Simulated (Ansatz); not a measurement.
Species: C2H6N (charge 0, doublet). It need not be the lowest isomer of its formula. 
Structure (B3LYP-D3(BJ)/def2-TZVP (Ansatz, a quantum-chemistry and plane-wave program) minimum search):
SMILES: C[N]C
```xyz
9

C     -0.0072    -0.1765     1.1888
N      0.0467     0.6303     0.0038
C     -0.0178    -0.1612    -1.1908
H      0.8224    -0.8999     1.2161
H      0.0434     0.4479     2.0804
H     -0.9339    -0.7700     1.2248
H      0.8114    -0.8842    -1.2349
H      0.0249     0.4745    -2.0748
H     -0.9449    -0.7542    -1.2262
```
Charge 0, spin multiplicity 2.

Computed values are from Ansatz. Valence correlation only, unless marked. UHF or UKS for open shells. Spin-orbit coupling is left out. No relativistic terms. CBS(X,Y): correlation extrapolated as X^-3; Hartree-Fock from the larger set. The bracket is a focal-point correction in the basis named.

Q: What is the total energy at RI-MP2/CBS(cc-pVTZ,cc-pVQZ)+[CCSD(T)-MP2]/cc-pVTZ?

A: -134.3366 Eh.

Q: What is the dipole moment at CCSD(T)/aug-cc-pVDZ?

A: 1.73 D.

Q: What is the T1 diagnostic at CCSD/cc-pVTZ?

A: 0.013.

Q: What is the atomisation energy De at RI-MP2/CBS(cc-pVTZ,cc-pVQZ)+[CCSD(T)-MP2]/cc-pVTZ?

A: 767.3 kcal/mol.
